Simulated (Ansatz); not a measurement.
# CHN (singlet): the correlation ladder at distance N1–C2 = 1.146 Å, 6-31G

Aim: climb from Hartree-Fock through coupled cluster and multireference methods for CHN (singlet) at one geometry and basis, and see what each rung misses.

Program: Ansatz 0.2.0, Gaussian basis. Level of theory: 6-31G, core rule «outside noble gas», up to 2 orbitals frozen. These are calculated values, not measurements.

To be run: UHF; CCSD(T) on RHF; BCCD(T) on RHF; CISD; CCSDT(Q) on RHF; CISDTQ; CCSDTQ on RHF; CASSCF and MRCISD+Q, 2 electrons in 2 orbitals; CASSCF and NEVPT2, 2 electrons in 2 orbitals; CASSCF and MRCISD+Q, 10 electrons in 9 orbitals; CASSCF and NEVPT2, 10 electrons in 9 orbitals; Full CI.

27 further runs of the same task are left out: 1 for a known fault of the program, 23 that didn't finish, 3 set aside as unsound or not needed.

## Step 1: The system

The geometry derives from a PBE0/def2-TZVP stationary point (not a proven minimum). One bond is set to the value named and the two fragments are kept rigid.

3 atoms, charge 0, spin multiplicity 1.

Atoms are counted from 1 here; the program's logs count them from 0.

Bond lengths: N1–C2 1.146 Å, C2–H3 1.069 Å. Angles: N1–C2–H3 180.0°.

Geometry (Å):

```xyz
3

N     0.00000    0.00000    1.11998
C     0.00000    0.00000   -0.02563
H     0.00000    0.00000   -1.09435
```

## Step 2: UHF

Contents of in.yaml:

```yaml
crystal:
  periodic: [false, false, false]
  atoms:
    - {symbol: N, position_ang: [0.000000, 0.000000, 1.119979]}
    - {symbol: C, position_ang: [0.000000, 0.000000, -0.025627]}
    - {symbol: H, position_ang: [0.000000, 0.000000, -1.094352]}
basis:
  gaussian: {orbitals: 6-31G}
magnetization: {spin_polarized: true, initial_magnetization: 0}
hamiltonian: {xc: hf}
output: {orbitals: {seedname: orbitals}}
```

On the command line:

```
ansatz run in.yaml --threads 1 --pin off --events-out ev --progress --plain --max-ram 2393MiB
```

Further steps of the session: CCSD(T) on RHF; BCCD(T) on RHF; CISD; CCSDT(Q) on RHF; CISDTQ; CCSDTQ on RHF; CASSCF and MRCISD+Q, 2 electrons in 2 orbitals; CASSCF and NEVPT2, 2 electrons in 2 orbitals; CASSCF and MRCISD+Q, 10 electrons in 9 orbitals; CASSCF and NEVPT2, 10 electrons in 9 orbitals; Full CI.

Before running them: what should the planned runs give, taken together? Wanted: FCI below the RHF energy; RMP2 from FCI; RCCSD from FCI; RCCSD(T) from FCI; RCCSDT(Q) from FCI; NEVPT2 pair from FCI; MRCISD+Q pair from FCI; NEVPT2 valence from FCI; T1 diagnostic.

**Answer**, as computed:

| quantity | value |
| --- | --- |
| FCI below the RHF energy | -5.9947 eV |
| RMP2 from FCI | +283.8 meV |
| RCCSD from FCI | +223.7 meV |
| RCCSD(T) from FCI | +39.9 meV |
| RCCSDT(Q) from FCI | -0.5 meV |
| NEVPT2 pair from FCI | +364.0 meV |
| MRCISD+Q pair from FCI | +131.7 meV |
| NEVPT2 valence from FCI | +405.2 meV |
| levels within 1 kcal/mol (43 meV) | RCCSD(T), BCCD(T), RCCSDT, CISDTQ, RCCSDT(Q), RCCSDTQ, MRCISD+Q valence |
| T1 diagnostic | 0.013 |
| effectively unpaired electrons | 0.10 |

In words: RCCSD(T) misses by +39.9 meV, 0.7 % of the correlation energy. One determinant dominates. Of the multireference levels listed MRCISD+Q valence comes nearest in total energy (+13.7 meV), which doesn't show that its space is the better one. These misses are within one basis, not against nature.
